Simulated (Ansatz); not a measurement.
Relaxation of H$_{8}$Si$_{3}$ (11 atoms, charge 0, multiplicity 1), to a largest force component of 0.02 eV/Å in at most 40 steps.

The calculation used RKS B3LYP-D4/6-31G* (Ansatz 0.2.0).

```xyz
11
Properties=species:S:1:pos:R:3
Si 0.000 0.000 0.000
H 0.000 0.000 1.460
Si 2.094 0.000 -0.739
H 2.551 -1.376 -0.908
H 2.157 0.694 -2.022
H 2.951 0.682 0.226
H -0.688 1.191 -0.486
Si -1.046 -1.812 -0.739
H -1.703 -2.485 0.377
H -2.045 -1.427 -1.731
H -0.078 -2.717 -1.351
```

Where does it end, and by what steps?

It converged. The force dipped under the threshold on the way, but the program's further checks kept it going. After 20 steps the energy has fallen by 0.391 eV; H9 moved furthest, 1.02 Å.

```csv
step,energy less start (eV),largest force component (eV/Å),accepted
0,0.0000,0.953,yes
1,-0.3198,0.256,yes
2,-0.3374,0.051,yes
3,-0.3394,0.019,yes
4,-0.3407,0.016,yes
5,-0.3499,0.147,yes
6,-0.3537,0.180,yes
7,-0.3603,0.190,yes
8,-0.3671,0.178,yes
9,-0.3655,0.164,no
10,-0.3738,0.055,yes
11,-0.3758,0.092,yes
12,-0.3816,0.111,yes
13,-0.3838,0.094,yes
14,-0.3862,0.075,yes
15,-0.3880,0.099,yes
16,-0.3893,0.096,yes
17,-0.3901,0.060,yes
18,-0.3907,0.039,yes
19,-0.3909,0.031,yes
20,-0.3912,0.019,yes
```

```xyz
11
Properties=species:S:1:pos:R:3
Si 0.084 -0.150 0.224
H 0.311 -0.491 1.658
Si 2.156 0.151 -0.840
H 2.972 -1.091 -0.737
H 1.954 0.457 -2.284
H 2.922 1.271 -0.224
H -0.682 1.129 0.185
Si -1.175 -1.847 -0.799
H -2.480 -2.044 -0.106
H -1.444 -1.498 -2.223
H -0.425 -3.134 -0.769
```

Time of the run: 68 s on 1 thread of Arm Neoverse V2 (shared host), peak memory 0.15 GiB.
